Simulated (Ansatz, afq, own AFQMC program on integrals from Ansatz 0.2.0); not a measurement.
AlSiH, singlet → AlSiH, triplet

```yaml
atoms:
  - { symbol: Si, position_ang: [0.0000, -0.0660, 1.2777] }
  - { symbol: Al, position_ang: [0.0000, 0.0144, -1.3676] }
  - { symbol: H, position_ang: [0.0000, 1.4550, 1.0066] }
```

Connectivity, by distances: SiH–Al.

E(triplet, charge +0) − E(singlet, charge +0) at this geometry, on RHF and UHF determinants.

Basis cc-pVDZ. Noble-gas cores (and the filled d shells of Ga–Kr and In–Xe) are frozen. Integrals, coupled cluster, full CI and functionals: Ansatz 0.2.0; the random walks run on the same integrals in our own AFQMC program. ph-AFQMC/CISD is guided by a CISD state made of CCSD amplitudes; releasing the constraint for a short imaginary time cuts its bias at the price of noise, slowly where states lie close. Error bars are statistical, one sigma. The errors of all members are added in quadrature.

No full CI on the walks' own integrals is used here; CCSDTQ serves as the reference and is uncertain by about the last step of the cluster series. Each member takes its own surest rung, up to full CI.

The best estimate is CCSD(T) at the basis-set limit (CBS: def2-TZVPP and def2-QZVPP, with their diffuse functions for anions and beside diffuse sets, CCSD(T) itself extrapolated) plus the step from CCSD(T) to CCSDTQ in cc-pVDZ. Rows without CBS are in cc-pVDZ; B2PLYP and the wave-function rows carry a basis error of their own. Core correlation and relativity beyond core potentials are missing, and ± holds the sampling alone.

Cautions: AlSiH (singlet): another spin lies lower, restricted determinant unstable towards unrestricted (UHF 691 meV lower, ⟨S²⟩ 1.13), the released energies are still falling, so no released level is given (meV from the phaseless value at times in 1/Eh: -7 ± 4 at 0.24, -14 ± 3 at 0.51, -17 ± 3 at 0.99, -21.3 ± 1.9 at 1.62, -29 ± 4 at 2.40), CCSDTQ on the UHF determinant differs (436 meV lower), perhaps since the unrestricted series falls towards higher spin, its ph-AFQMC/CISD value lies 49.0 ± 2.5 meV above CCSDTQ; AlSiH (triplet): unrestricted determinant slightly spin contaminated (⟨S²⟩ 2.06 against 2.00), the released energies are still falling, so no released level is given (meV from the phaseless value at times in 1/Eh: -3 ± 3 at 0.24, -8 ± 4 at 0.51, -10.9 ± 2.1 at 0.99, -12.8 ± 1.7 at 1.62, -15 ± 3 at 2.40), its ph-AFQMC/CISD value lies 26 ± 4 meV above CCSDTQ; core correlation is missing, and it shifts such a gap most where an s electron is promoted.

```json
{"level": "MP2", "vertical spin gap (kcal/mol)": "-12.5"}
{"level": "CCSD", "vertical spin gap (kcal/mol)": "-10.0"}
{"level": "HF", "vertical spin gap (kcal/mol)": "-17.9"}
```

(1) From these cheaper values, estimate the vertical spin gap at the level of the best estimate.

(1) -8.0 kcal/mol (best estimate, highest rung CCSDTQ).

```
        level  vertical spin gap (kcal/mol)  error against the best estimate (kcal/mol)
      CCSD(T)                         -10.6                                        -2.6
        CCSDT                         -10.6                                        -2.6
     CCSDT(Q)                         -10.5                                        -2.5
       CCSDTQ                         -10.4                                        -2.4
ph-AFQMC/CISD                   -11.0 ± 0.1                                  -3.0 ± 0.1
       HF/CBS                         -18.1                                       -10.1
      MP2/CBS                          -9.2                                        -1.2
  CCSD(T)/CBS                          -8.1                                        -0.1
```

Correlation beyond CCSD(T) adds 0.1 kcal/mol. Going to the basis-set limit adds 2.4 kcal/mol at CCSD(T). The perturbative (T) step is worth −0.5 kcal/mol.

Best estimates are given only where the step beyond CCSD(T) is under 0.3 eV and no member's determinant is very poor (T1 over 0.05, or 0.07 for open shells, ⟨S²⟩ too high by 0.3, two states mixed), so the hardest cases are missing from such tables.

CCSDT and higher add their correlation energy to the determinant of the CCSD(T) run, since their own runs factorise the integrals more tightly (a shift of under 2 meV). Each member of a difference takes its own highest rung, so a best estimate needn't equal the limit plus the step of one row. A walk keeps the symmetry of its determinant, which the program's search chose and which needn't be the lowest solution, so a lower state of the same spin and another symmetry isn't excluded.
